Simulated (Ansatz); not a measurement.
A short molecular-dynamics run on `N=C(O)CN`.

```yaml
crystal:
  periodic: [false, false, false]
  atoms:
    - {symbol: N, position_ang: [0.024148, 0.950911, 1.684460]}
    - {symbol: C, position_ang: [0.355295, 0.382066, 0.606238]}
    - {symbol: O, position_ang: [1.426635, 0.824430, -0.077832]}
    - {symbol: C, position_ang: [-0.294385, -0.792142, -0.082671]}
    - {symbol: N, position_ang: [-0.606286, -0.605771, -1.485120]}
    - {symbol: H, position_ang: [-0.801253, 0.519194, 2.087828]}
    - {symbol: H, position_ang: [1.780049, 1.570903, 0.424969]}
    - {symbol: H, position_ang: [-1.206489, -1.049272, 0.460128]}
    - {symbol: H, position_ang: [0.382407, -1.648300, 0.009671]}
    - {symbol: H, position_ang: [-1.232440, 0.181168, -1.605803]}
    - {symbol: H, position_ang: [0.237721, -0.390087, -2.001168]}
basis:
  gaussian: {orbitals: def2-SVP}
hamiltonian: {xc: {name: revPBE}}
md: {timestep: 2 fs, n_steps: 30, ensemble: nvt_langevin, temperature: 300, initial_velocities: maxwell_boltzmann, friction: 0.01, seed: 758}
```

```sh
$ ansatz run in.yaml --threads 4 --pin off --events-out ev --progress --plain --max-ram 10444MiB
```

```csv
step,time (fs),potential energy (eV),kinetic (eV),T (K),conserved (eV)
0,0.0,-7191.0506,0.3878,273,–
1,2.0,-7190.8982,0.2777,195,–
2,4.0,-7190.8699,0.2867,202,–
3,6.0,-7190.7799,0.2314,163,–
4,8.0,-7190.7933,0.2903,204,–
5,10.0,-7190.8699,0.3448,242,–
6,12.0,-7190.8867,0.3637,256,–
7,14.0,-7190.8943,0.3813,268,–
8,16.0,-7190.7672,0.2888,203,–
9,18.0,-7190.8195,0.3068,216,–
10,20.0,-7190.7372,0.2647,186,–
11,22.0,-7190.8542,0.3819,269,–
12,24.0,-7190.7141,0.3568,251,–
13,26.0,-7190.7488,0.3258,229,–
14,28.0,-7190.6075,0.2107,148,–
15,30.0,-7190.7243,0.2689,189,–
16,32.0,-7190.6764,0.2603,183,–
17,34.0,-7190.8725,0.4114,289,–
18,36.0,-7190.7638,0.3238,228,–
19,38.0,-7190.7392,0.3104,218,–
20,40.0,-7190.7244,0.3371,237,–
21,42.0,-7190.6441,0.2513,177,–
22,44.0,-7190.7479,0.3489,245,–
23,46.0,-7190.6928,0.3666,258,–
24,48.0,-7190.7843,0.4098,288,–
25,50.0,-7190.7384,0.4053,285,–
26,52.0,-7190.7307,0.3774,265,–
27,54.0,-7190.6824,0.3783,266,–
28,56.0,-7190.7695,0.4575,322,–
29,58.0,-7190.6507,0.3837,270,–
30,60.0,-7190.7021,0.3922,276,–
```

Velocities are drawn at the set temperature; a run this short doesn't reach equilibrium.

Frames (Å, forces in eV/Å):

```xyz
11
time=0.0 fs
N     0.024    0.951    1.684    0.084    0.990    1.088
C     0.355    0.382    0.606    0.053   -0.420   -0.412
O     1.427    0.824   -0.078    0.488   -0.287   -0.895
C    -0.294   -0.792   -0.083   -0.036    0.108   -0.281
N    -0.606   -0.606   -1.485   -0.320   -0.717   -0.153
H    -0.801    0.519    2.088   -0.522   -0.259    0.290
H     1.780    1.571    0.425    0.209    0.533    0.386
H    -1.206   -1.049    0.460   -0.482   -0.174    0.328
H     0.382   -1.648    0.010    0.351   -0.495    0.073
H    -1.232    0.181   -1.606   -0.348    0.526   -0.097
H     0.238   -0.390   -2.001    0.523    0.194   -0.326
11
time=4.0 fs
N     0.039    0.946    1.689   -0.671    0.322    1.313
C     0.357    0.357    0.612    0.452    1.071   -0.297
O     1.434    0.835   -0.069    0.707    1.365    0.272
C    -0.312   -0.777   -0.093   -0.037   -0.524    0.201
N    -0.611   -0.618   -1.479   -0.526    0.982   -2.259
H    -0.804    0.511    2.106    0.126    0.114   -0.030
H     1.702    1.695    0.424   -0.464   -1.621   -0.699
H    -1.276   -1.011    0.449    0.769   -0.316   -0.063
H     0.467   -1.571   -0.070   -0.476   -0.560    0.426
H    -1.242    0.191   -1.706    0.385   -0.603    0.552
H     0.228   -0.422   -2.066   -0.266   -0.229    0.584
11
time=8.0 fs
N     0.051    0.936    1.715   -0.842   -0.615    0.345
C     0.366    0.339    0.615   -0.057    1.957    0.639
O     1.445    0.857   -0.055   -0.597   -2.320   -1.443
C    -0.330   -0.771   -0.110    1.605   -0.814   -0.014
N    -0.632   -0.625   -1.491    0.614   -0.313   -1.898
H    -0.821    0.511    2.129    0.690    0.303   -0.338
H     1.593    1.682    0.365    0.620    1.921    1.169
H    -1.250   -1.032    0.413   -0.254   -0.477    0.620
H     0.477   -1.565   -0.084   -0.862   -0.280    0.337
H    -1.210    0.159   -1.732   -0.869    0.883    0.203
H     0.209   -0.458   -2.072   -0.048   -0.245    0.381
11
time=12.0 fs
N     0.058    0.921    1.745    0.851   -0.073   -1.154
C     0.373    0.343    0.623   -0.195    1.535    0.666
O     1.451    0.868   -0.050   -0.331    1.405    0.558
C    -0.324   -0.780   -0.130   -0.400   -0.439    0.935
N    -0.659   -0.631   -1.523   -0.744    0.797   -0.420
H    -0.795    0.541    2.121   -0.889   -0.510    0.448
H     1.536    1.790    0.403    0.204   -1.764   -0.663
H    -1.221   -1.121    0.457    0.269    0.316   -0.139
H     0.379   -1.610   -0.044    0.411   -0.778   -0.069
H    -1.253    0.221   -1.695    0.647   -0.716    0.198
H     0.210   -0.506   -2.042    0.177    0.228   -0.361
11
time=16.0 fs
N     0.073    0.914    1.762   -1.274   -0.604    0.028
C     0.374    0.359    0.636   -0.102   -0.105   -0.435
O     1.453    0.888   -0.042   -0.926   -2.388   -1.122
C    -0.313   -0.801   -0.143   -0.122   -1.461    1.345
N    -0.696   -0.631   -1.557    1.537   -0.842    0.784
H    -0.842    0.528    2.150    1.144    0.275   -0.444
H     1.525    1.706    0.402    0.831    2.387    1.199
H    -1.172   -1.163    0.508    0.059    0.685   -0.591
H     0.320   -1.754   -0.017   -0.059    1.034   -0.488
H    -1.220    0.228   -1.645   -0.262    0.771   -0.273
H     0.217   -0.529   -2.058   -0.827    0.247   -0.005
11
time=20.0 fs
N     0.079    0.906    1.777    0.669    0.177   -1.179
C     0.376    0.371    0.638    0.368   -0.455   -0.489
O     1.444    0.896   -0.042   -0.071    2.009    1.215
C    -0.300   -0.841   -0.144    0.008    1.026    0.063
N    -0.721   -0.638   -1.575   -0.441    0.611    1.695
H    -0.779    0.531    2.133   -1.028   -0.621    0.640
H     1.603    1.787    0.503   -0.105   -2.204   -1.268
H    -1.140   -1.100    0.494   -1.118    0.046    0.145
H     0.271   -1.780   -0.036    0.738    0.084   -0.323
H    -1.200    0.300   -1.628    0.394   -0.841   -0.027
H     0.133   -0.525   -2.108    0.584    0.166   -0.472
11
time=24.0 fs
N     0.090    0.902    1.785   -1.017   -0.804   -0.627
C     0.387    0.376    0.633   -0.376   -0.855    0.177
O     1.432    0.917   -0.034   -0.765   -2.777   -2.370
C    -0.284   -0.870   -0.144   -1.384    1.712    0.165
N    -0.748   -0.646   -1.575    1.905   -0.493    0.451
H    -0.796    0.474    2.168    0.843    0.191   -0.238
H     1.686    1.629    0.491    1.134    2.774    1.938
H    -1.239   -1.016    0.463    0.765   -0.295   -0.453
H     0.328   -1.793   -0.093    0.138    0.163    0.076
H    -1.151    0.281   -1.615   -0.623    0.724    0.064
H     0.090   -0.519   -2.213   -0.619   -0.340    0.817
11
time=28.0 fs
N     0.088    0.892    1.791    0.653   -0.342   -1.456
C     0.396    0.374    0.633   -0.674   -0.452    0.653
O     1.415    0.920   -0.036    1.873    1.440    0.519
C    -0.285   -0.875   -0.150   -0.073    1.332   -0.608
N    -0.763   -0.660   -1.575   -0.523    1.068    1.469
H    -0.718    0.424    2.175   -0.807   -0.542    0.531
H     1.854    1.625    0.606   -1.276   -1.571   -1.400
H    -1.257   -0.968    0.388    0.466   -0.788    0.324
H     0.408   -1.786   -0.155   -0.816    0.796    0.391
H    -1.167    0.313   -1.602   -0.008   -0.820    0.036
H    -0.007   -0.563   -2.232    1.185   -0.121   -0.458
11
time=32.0 fs
N     0.091    0.873    1.788   -0.565   -0.953    0.068
C     0.396    0.368    0.639   -0.963   -0.860   -0.208
O     1.412    0.926   -0.033   -0.642   -1.981   -2.833
C    -0.290   -0.863   -0.165   -0.476    2.664   -0.620
N    -0.778   -0.664   -1.570    1.568    0.100   -0.134
H    -0.682    0.321    2.232    0.382    0.376   -0.281
H     1.848    1.473    0.570    1.395    2.143    2.028
H    -1.214   -1.036    0.369   -0.487   -0.629    0.890
H     0.372   -1.701   -0.177    0.788   -1.147    0.319
H    -1.206    0.265   -1.607   -0.165    0.180   -0.237
H     0.027   -0.632   -2.267   -0.835    0.107    1.010
11
time=36.0 fs
N     0.092    0.846    1.785    0.244   -0.512    0.209
C     0.392    0.352    0.638   -0.592   -0.276   -0.867
O     1.412    0.921   -0.046    1.454    0.926    1.126
C    -0.291   -0.820   -0.188   -0.940   -1.293    1.460
N    -0.778   -0.662   -1.567   -0.319    0.344    1.282
H    -0.608    0.270    2.263   -0.401    0.018    0.011
H     1.899    1.479    0.685   -1.145   -0.893   -1.619
H    -1.190   -1.205    0.441    0.967    0.734   -0.479
H     0.391   -1.733   -0.151   -0.189    0.815   -0.157
H    -1.277    0.239   -1.652    0.245   -0.214   -0.212
H     0.007   -0.683   -2.194    0.677    0.352   -0.754
11
time=40.0 fs
N     0.093    0.815    1.783    0.527   -0.513    0.086
C     0.387    0.332    0.625   -0.584    0.458   -0.503
O     1.426    0.924   -0.054   -1.054   -1.452   -1.244
C    -0.301   -0.789   -0.195    0.193   -1.130    1.054
N    -0.777   -0.654   -1.560    1.015   -0.266   -0.185
H    -0.589    0.247    2.306   -0.293    0.072   -0.310
H     1.837    1.422    0.636    0.926    1.383    1.219
H    -1.047   -1.298    0.448   -0.800    0.745    0.200
H     0.385   -1.662   -0.130    0.655    0.129   -0.607
H    -1.314    0.200   -1.729    0.089    0.203    0.034
H     0.043   -0.690   -2.204   -0.674    0.370    0.256
11
time=44.0 fs
N     0.100    0.778    1.781    0.380   -0.586    0.076
C     0.385    0.315    0.606   -0.278    1.700    0.370
O     1.434    0.922   -0.063    0.077    0.251    1.268
C    -0.311   -0.766   -0.191    0.903   -1.490    0.463
N    -0.771   -0.648   -1.554   -0.470    0.149   -0.041
H    -0.625    0.252    2.315    0.120    0.195   -0.674
H     1.837    1.505    0.672   -0.656   -0.700   -1.172
H    -1.011   -1.289    0.485   -0.821    0.450    0.043
H     0.467   -1.567   -0.177    0.171   -0.052   -0.447
H    -1.333    0.177   -1.801    0.044    0.027    0.484
H     0.006   -0.661   -2.201    0.530    0.057   -0.370
11
time=48.0 fs
N     0.109    0.733    1.786    0.835    0.165   -0.453
C     0.389    0.320    0.591   -0.354    1.761    0.939
O     1.443    0.921   -0.059   -0.549   -0.583   -0.059
C    -0.307   -0.753   -0.182    0.730   -2.309    0.354
N    -0.766   -0.645   -1.543   -0.254    0.475   -0.977
H    -0.679    0.264    2.237   -0.312   -0.283   -0.180
H     1.767    1.556    0.609    0.153    0.231    0.117
H    -1.105   -1.214    0.526    0.868    0.484   -0.954
H     0.576   -1.493   -0.276   -1.102    0.119    0.348
H    -1.360    0.164   -1.783    0.050   -0.046    0.489
H     0.004   -0.618   -2.230   -0.066   -0.014    0.378
11
time=52.0 fs
N     0.124    0.690    1.787   -0.706    0.290    0.790
C     0.388    0.343    0.586    0.098    0.826    0.192
O     1.449    0.910   -0.053    0.062    0.652    0.287
C    -0.287   -0.760   -0.163    0.090    0.923   -1.755
N    -0.765   -0.642   -1.537   -0.068    0.186   -0.579
H    -0.757    0.227    2.123    0.686    0.215   -0.192
H     1.722    1.656    0.558   -0.092   -0.699   -0.465
H    -1.106   -1.078    0.455   -0.613   -0.959    0.750
H     0.544   -1.415   -0.313    0.741   -1.810    0.549
H    -1.395    0.145   -1.709   -0.045    0.234    0.112
H     0.003   -0.580   -2.224   -0.153    0.142    0.312
11
time=56.0 fs
N     0.131    0.651    1.797   -0.038    1.256    0.695
C     0.384    0.378    0.583    0.392   -0.477   -0.217
O     1.454    0.899   -0.048    0.396    1.298   -0.104
C    -0.264   -0.749   -0.162   -0.321   -1.277   -0.956
N    -0.765   -0.637   -1.539   -0.606    0.203    0.817
H    -0.763    0.217    2.011   -0.425   -0.362    0.568
H     1.689    1.717    0.477    0.039   -0.815   -0.305
H    -1.149   -1.068    0.462    0.734   -0.312   -0.123
H     0.578   -1.522   -0.232   -0.961    0.173    0.461
H    -1.425    0.158   -1.602    0.381   -0.136   -0.286
H     0.006   -0.524   -2.182    0.409    0.450   -0.550
11
time=60.0 fs
N     0.139    0.626    1.817   -1.130    0.857    0.255
C     0.385    0.405    0.579    0.214   -1.276    0.534
O     1.460    0.900   -0.044    0.422    0.592   -1.009
C    -0.236   -0.740   -0.168   -1.056   -1.872   -0.011
N    -0.766   -0.631   -1.538    1.342   -0.088    0.082
H    -0.806    0.193    1.979    0.795    0.156    0.372
H     1.685    1.741    0.384    0.332    0.240    0.451
H    -1.103   -1.090    0.467    0.356    0.176   -0.214
H     0.491   -1.619   -0.076   -0.383    0.737   -0.360
H    -1.409    0.162   -1.507   -0.088    0.340   -0.502
H     0.034   -0.412   -2.183   -0.803    0.139    0.400
```

It took 20 s on 4 threads of an Intel Xeon 6975P-C on a shared host, with 0.23 GiB of host memory at the peak.
